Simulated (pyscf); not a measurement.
Thermochemistry of product channels of O=Sn=O (SMILES [O]=[Sn]=[O]) + CH₄ (SMILES C) on the singlet surface, in kJ/mol, from CCSD(T)/def2-TZVPP + ΔMP2(QZVPP) energies (ideal gas, 1 atm, RRHO with modes under 100 cm⁻¹ raised to 100, one conformer, R ln 2 for chiral ones without a mode under 150 cm⁻¹). Structures and frequencies: ωB97X-D3(BJ)/def2-SVP in PySCF. MP2 and CC: frozen core, UHF for open shells. ΔMP2 is the change of the MP2 total energy from the triple- to the quadruple-zeta basis.

| products | ΔE | ΔH(298 K) | ΔG(600 K) | ΔG(900 K) |
|---|---|---|---|---|
| O=Sn: (SMILES [O]=[Sn]) [singlet] + H₃C–OH (SMILES CO) | -140.3 | -131.4 | -146.6 | -152.9 |
| H₃C–O–SnH=O (SMILES C[O][SnH]=[O]) | -51.5 | -51.5 | +11.3 | +41.0 |

The channel to H₃C–O–SnH=O turns unfavourable between 298 and 1200 K (ΔG from -20.1 kJ/mol to +69.4 kJ/mol).

These are energies of the channels, which say nothing of barriers. The CCSD(T) − MP2 part came from Ansatz, without density fitting, on the same reference. The largest closed-shell T1 diagnostic is 0.033, which may signal static correlation. The frozen core leaves the outer d or s,p core shells of the metals and heavy elements correlated in the MP2 and CC values, and def2-TZVPP describes them poorly, which can shift differences by a few kcal/mol. Elements past Kr carry the def2 core potentials, without spin-orbit coupling.
